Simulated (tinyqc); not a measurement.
Worked calculation: extended Hueckel theory, for SiH4. Computed by tinyqc, a small Python program that keeps every step (integrals from PySCF). Settings: charge = 0, K = 1.5, multiplicity = 1. Command: `OMP_NUM_THREADS=1 python tinyqc.py 27174 27175 out.jsonl` (the two numbers bound the seeds that draw the settings). One thread of a shared host (Intel(R) Xeon(R) Processor @ 2.60GHz), about 0.01 s of CPU time with the checks.

## Overlaps

Geometry (angstrom):

| atom | x | y | z |
|---|---|---|---|
| Si | 0.0000 | 0.0000 | 0.0000 |
| H | 0.8660 | 0.8660 | 0.8660 |
| H | 0.8660 | -0.8660 | -0.8660 |
| H | -0.8660 | 0.8660 | -0.8660 |
| H | -0.8660 | -0.8660 | 0.8660 |

Parameters chosen for this run:

| element | shell | Slater exponent | H_ii (eV) |
|---|---|---|---|
| H | 1s | 1.3000 | -13.6000 |
| Si | 3s | 1.3830 | -17.3000 |
| Si | 3p | 1.3830 | -9.2000 |

Slater orbitals, each expanded in six Gaussians scaled to its exponent.

overlap S, lower triangle:
```
         1Si 3s  1Si 3px  1Si 3py  1Si 3pz   2H 1s   3H 1s   4H 1s   5H 1s
1Si 3s   1.0000
1Si 3px  0.0000   1.0000
1Si 3py  0.0000   0.0000   1.0000
1Si 3pz  0.0000   0.0000   0.0000   1.0000
2H 1s    0.4068   0.2973   0.2973   0.2973  1.0000
3H 1s    0.4068   0.2973  -0.2973  -0.2973  0.0465  1.0000
4H 1s    0.4068  -0.2973   0.2973  -0.2973  0.0465  0.0465  1.0000
5H 1s    0.4068  -0.2973  -0.2973   0.2973  0.0465  0.0465  0.0465  1.0000
```

## Wolfsberg-Helmholz matrix

diagonal H_ii (eV): 1Si 3s -17.3000, 1Si 3px -9.2000, 1Si 3py -9.2000, 1Si 3pz -9.2000, 2H 1s -13.6000, 3H 1s -13.6000, 4H 1s -13.6000, 5H 1s -13.6000

K = 1.5000

H_ij = K' S_ij (H_ii + H_jj)/2 for i != j (the diagonal keeps H_ii), with K' = 1.5.

H (eV), lower triangle:
```
           1Si 3s  1Si 3px  1Si 3py  1Si 3pz     2H 1s     3H 1s     4H 1s     5H 1s
1Si 3s   -17.3000
1Si 3px    0.0000  -9.2000
1Si 3py    0.0000   0.0000  -9.2000
1Si 3pz    0.0000   0.0000   0.0000  -9.2000
2H 1s     -9.4279  -5.0841  -5.0841  -5.0841  -13.6000
3H 1s     -9.4279  -5.0841   5.0841   5.0841   -0.9486  -13.6000
4H 1s     -9.4279   5.0841  -5.0841   5.0841   -0.9486   -0.9486  -13.6000
5H 1s     -9.4279   5.0841   5.0841  -5.0841   -0.9486   -0.9486   -0.9486  -13.6000
```

## Orbitals

valence electrons = 8

Solve H C = S C e through S^(-1/2); fill by pairs from the bottom, a degenerate level sharing its electrons equally; each orbital has its largest coefficient positive (the first on a tie).

orbital energies (eV): -19.2107  -14.0066  -14.0066  -14.0066  -1.5470  -1.5470  -1.5470  7.7431

occupations: 2.0000  2.0000  2.0000  2.0000  0.0000  0.0000  0.0000  0.0000

coefficients:
```
            MO1      MO2      MO3      MO4      MO5      MO6      MO7      MO8
1Si 3s   0.6504   0.0000   0.0000   0.0000   0.0000   0.0000   0.0000   1.4012
1Si 3px  0.0000  -0.0573   0.2233   0.2025   1.0210  -0.6209  -0.2593   0.0000
1Si 3py  0.0000  -0.2499   0.0801  -0.1591   0.6273   1.0488  -0.0419   0.0000
1Si 3pz  0.0000   0.1687   0.1946  -0.1669   0.2437  -0.0981   1.1942   0.0000
2H 1s    0.1926  -0.1810   0.6508  -0.1613  -0.7828  -0.1365  -0.3695  -0.6974
3H 1s    0.1926   0.0312  -0.0672   0.6905  -0.0621   0.6503   0.5841  -0.6974
4H 1s    0.1926  -0.4719  -0.4414  -0.2545   0.2637  -0.7314   0.4041  -0.6974
5H 1s    0.1926   0.6218  -0.1422  -0.2747   0.5811   0.2176  -0.6187  -0.6974
```

sum of one-electron energies = -122.4612 eV

Within a degenerate level the vectors are fixed only up to a rotation; this is one choice.

## Mulliken analysis

P = C n C^T; charge = valence electrons (H 1, Si 4) minus the sum of (P S)_ii on the atom; overlap population = 2 sum P_ij S_ij between two atoms.

charges: 1Si 1.3031, 2H -0.3258, 3H -0.3258, 4H -0.3258, 5H -0.3258

Overlap populations:

| pair | value |
|---|---|
| 2-1 | 0.642901 |
| 3-1 | 0.642901 |
| 3-2 | -0.023000 |
| 4-1 | 0.642901 |
| 4-2 | -0.023000 |
| 4-3 | -0.023000 |
| 5-1 | 0.642901 |
| 5-2 | -0.023000 |
| 5-3 | -0.023000 |
| 5-4 | -0.023000 |
